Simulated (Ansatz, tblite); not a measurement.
**The cluster Ir2O2+: a ladder of methods and basis sets**

How do method and basis change the picture of the cluster Ir2O2+ (doublet)?

Computed with Ansatz 0.2.0, Gaussian basis. Level: as each input shows.

The runs, in order: GFN1-xTB, GFN2-xTB, PBE-D4/def2-TZVP, r2SCAN-D4/def2-TZVP, B97M-V/def2-TZVP, LC-ωPBE/def2-TZVP, ωB97X-V/def2-TZVP, B2PLYP/def2-TZVP, HF/def2-TZVP, PBE+5HF/def2-TZVP, PBE+10HF/def2-TZVP, PBE+15HF/def2-TZVP, PBE+35HF/def2-TZVP, PBE+50HF/def2-TZVP, PBE-D4/def2-SVP, PBE0-D4/def2-SVP, CCSD(T)/def2-SVP, MP2/def2-TZVP, RPA/def2-TZVP.

### Step 1. The geometry

The geometry is that of the doublet, from an earlier relaxation (PBE-D4/def2-TZVP). At that level it is the lowest of the isomers that a small search found.

4 atoms, charge 1, spin multiplicity 2.

Bond lengths: Ir1–O4 1.827 Å, Ir2–O3 1.662 Å, Ir2–O4 1.994 Å. Angles: O3–Ir2–O4 160.1°, Ir1–O4–Ir2 74.8°.

Ir takes a core potential in the def2 sets. No spin-orbit coupling is included. The ion is computed in the gas phase, without counter-ions or solvent.

PBE0-D4/def2-TZVP was run before; its log isn't repeated, and its numbers join the tables.

### Step 2. GFN1-xTB

Tight binding, by tblite at 300 K electronic temperature and without a spin-polarisation term:

```python
tblite.interface.Calculator('GFN1-xTB', numbers, positions, charge=1, uhf=1).singlepoint()
```

Energy -459.6602 eV; 0.012 s.

### Step 3. GFN2-xTB

Tight binding, by tblite at 300 K electronic temperature and without a spin-polarisation term:

```python
tblite.interface.Calculator('GFN2-xTB', numbers, positions, charge=1, uhf=1).singlepoint()
```

Energy -414.4474 eV; 0.013 s.

### Step 4. PBE-D4/def2-TZVP

start.molden holds the orbitals of an earlier run on this state, given as this run's starting guess.

in.yaml

```yaml
crystal:
  periodic: [false, false, false]
  atoms:
    - {symbol: Ir, position_ang: [1.431209, -0.870149, 0.628149]}
    - {symbol: Ir, position_ang: [-0.540670, 0.064665, -0.172439]}
    - {symbol: O, position_ang: [-2.140061, -0.077144, -0.601267]}
    - {symbol: O, position_ang: [1.249532, 0.882628, 0.145547]}
basis:
  gaussian: {orbitals: def2-TZVP, initial_orbitals: start.molden}
total_charge: 1
magnetization: {spin_polarized: true, initial_magnetization: 1}
hamiltonian: {xc: pbe, dispersion: d4}
scf: {omitted_lower_state_checks: [starts]}
output: {orbitals: {seedname: orbitals}}
```

Command:

```bash
> ansatz run in.yaml --threads 4 --pin off --events-out ev --progress --plain --max-ram 3916MiB
```

The runs that follow: r2SCAN-D4/def2-TZVP; B97M-V/def2-TZVP; LC-ωPBE/def2-TZVP; ωB97X-V/def2-TZVP; B2PLYP/def2-TZVP; HF/def2-TZVP; PBE+5HF/def2-TZVP; PBE+10HF/def2-TZVP; PBE+15HF/def2-TZVP; PBE+35HF/def2-TZVP; PBE+50HF/def2-TZVP; PBE-D4/def2-SVP; PBE0-D4/def2-SVP; CCSD(T)/def2-SVP; MP2/def2-TZVP; RPA/def2-TZVP.

Q: Predict the results of all the runs planned. Wanted: gap in def2-TZVP, named functionals and Hartree-Fock, smallest and largest; gap over the share of exact exchange; correlation energy, CCSD(T)/def2-SVP; correlation energy, MP2/def2-TZVP; ⟨S²⟩ in def2-TZVP, named functionals and Hartree-Fock, smallest and largest; PBE0 total energy, smallest basis above largest.

As calculated:

```
                                                                   quantity                           value
 gap in def2-TZVP, named functionals and Hartree-Fock, smallest and largest  0.41 eV (PBE-D4), 9.55 eV (HF)
                                       gap over the share of exact exchange    0.41 eV at 0, 1.25 eV at 0.1
                                       correlation energy, CCSD(T)/def2-SVP                       -30.71 eV
                                          correlation energy, MP2/def2-TZVP                       -34.83 eV
⟨S²⟩ in def2-TZVP, named functionals and Hartree-Fock, smallest and largest                    1.011, 2.709
                            PBE0 total energy, smallest basis above largest   6.07 eV (def2-SVP, def2-TZVP)
```

In words: Over the named functionals and Hartree-Fock in def2-TZVP the gap runs from 0.41 eV (PBE-D4) to 9.55 eV (HF); exact exchange widens it. Raising the share of exact exchange from 0 to 0.1 moves the HOMO by -0.53 eV and the LUMO by +0.31 eV. Over the named functionals and Hartree-Fock in def2-TZVP spin contamination reaches 1.96 (HF), so some levels may describe another state. Notes on CCSD(T)/def2-SVP: large T1 diagnostic, spin contamination, state flagged by the program.
